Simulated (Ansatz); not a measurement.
The input (input.yaml):

```yaml
crystal:
  periodic: [false, false, false]
  atoms:
    - { symbol: C, position_ang: [-1.036444, 0.832587, -1.003145] }
    - { symbol: Si, position_ang: [-0.611375, -0.249421, 0.445039] }
    - { symbol: Cl, position_ang: [-0.664635, -2.30457, -0.211708] }
total_charge: -1
magnetization:
  spin_polarized: true
basis:
  gaussian: { orbitals: def2-SVP }
hamiltonian:
  xc: pbe
  dispersion: d4
md:
  timestep: 2.0
  n_steps: 100
  ensemble: nvt_langevin
  temperature: 300.0
  initial_velocities: maxwell_boltzmann
  seed: 466335
  friction: 0.005
```

Run as:

```bash
$ ansatz run input.yaml --threads 1 --pin off --max-ram 2048MiB --backend cpu --events-out ev --progress --plain --runs-dir out
```

Hardware: 1 thread of Arm Neoverse V1, with other jobs on the host.

Task: Roughly how long does this run take, and how much memory?

Result: 3.1 min, with a peak of 0.11 GiB, for 101 ionic steps.
